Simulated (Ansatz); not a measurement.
Consider the heterolysis of the Si–F bond: `F[SiH3]` → `[SiH3+]` + F⁻.

Gas-phase electronic energies from Ansatz, PBE0-D4/def2-TZVP geometries. CBS: def2 TZ/QZ extrapolation, frozen cores. DFT in def2-TZVPP. Anions take the def2 sets with diffuse functions and neutrals don't, so finite-basis rows favour the anion.

Problem. Is it downhill or uphill in electronic energy at CCSD(T)/CBS, and by how much? (Best estimate.)

Solution. Ansatz gave: Uphill: ΔE = +1102.9 kJ/mol.

Problem. What do these levels give: CAM-B3LYP-D4, PBE0, MP2/def2-SVP, CCSD(T)/def2-QZVPP, CCSD/cc-pV(T+d)Z, HF/cc-pV(Q+d)Z? (An estimate is asked.)

Solution. Computed: CAM-B3LYP-D4 1080.8, PBE0 1089.3, MP2/def2-SVP 987.5, CCSD(T)/def2-QZVPP 1095.4, CCSD/cc-pV(T+d)Z 1186.8, HF/cc-pV(Q+d)Z 1135.0 kJ/mol.

Largest T1 diagnostic among the species: 0.023, so the coupled-cluster value is less sure than usual.

In def2-TZVPP, CCSD(T) changes the Hartree–Fock value by −15.3 kJ/mol (the triples alone add −3.7 kJ/mol) and MP2 by −20.3 kJ/mol. At CCSD(T), def2-SVP lies −115.1 kJ/mol from the extrapolated value and def2-TZVPP −22.0 kJ/mol.
